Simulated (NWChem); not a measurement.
**How the cost of U-wB97X grows with the basis: doublet MgHCl+**

MgHCl+ has 3 atoms, charge +1, and is taken as a doublet. SMILES of the parent species: `[MgH][Cl]`. The shape is that of a PBE0-D4/def2-TZVP optimisation. That shape belongs to the parent species and isn't relaxed for this state.

U-wB97X, energy, NWChem 7.3.0, on 1 thread of Intel Xeon 6975P-C (Granite Rapids), shared host. N is the number of basis functions, t the processor time.

| basis | N | t (s) | ln N | ln t |
| --- | --- | --- | --- | --- |
| 6-31G(d) | 38 | 11 | 3.638 | 2.398 |
| 6-31++G(d,p) | 50 | 18 | 3.912 | 2.890 |
| 6-311++G(2d,2p) | 80 | 44 | 4.382 | 3.784 |
| 6-311++G(3df,3pd) | 112 | ? | 4.718 | ? |

Question: Fit t = C·Nᵖ to the known rows and estimate the time in 6-311++G(3df,3pd).

Answer: 
1. Means of the 3 rows: ln N = 3.97733, ln t = 3.0240.
2. Σ(Δln N)² = 0.28317, Σ(Δln N·Δln t) = 0.52872, so the slope is 0.52872/0.28317 = 1.8671.
3. Intercept: 3.0240 − (1.8671) × 3.97733 = -4.4021. The largest residual of the fit is 0.012.
4. ln t = -4.4021 + 1.8671 × 4.718, so t ≈ 82 s.

The run took 120 s, so the estimate is too short by a factor of about 1.5. The fitted power is 1.9, with the electron count fixed. Fixed start-up costs flatten the line at the short runs, so it runs low for the long one.
